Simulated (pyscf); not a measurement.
Thermochemistry of product channels of O=Ga–OH + hydrogen (H₂) on the singlet surface, in kcal/mol, from ωB97M-D3(BJ)/def2-TZVP energies (ideal gas, 1 atm, RRHO with modes under 100 cm⁻¹ raised to 100, one conformer, R ln 2 for chiral ones without a mode under 150 cm⁻¹). Structures and frequencies: ωB97X-D3(BJ)/def2-SVP in PySCF.

```csv
products,ΔE,ΔH(298 K),ΔG(298 K),ΔG(1200 K)
HO–Ga [singlet] + water (H₂O),(withheld),-42.2,-44.5,-49.5
HO–GaH–OH,-60.9,-57.1,-49.3,-25.2
```

Q: Fill in the missing entries.

A: 
- HO–Ga [singlet] + water (H₂O), ΔE: -46.5

These are energies of the channels, which say nothing of barriers. Elements up to Kr have no core potential and no relativistic terms here.
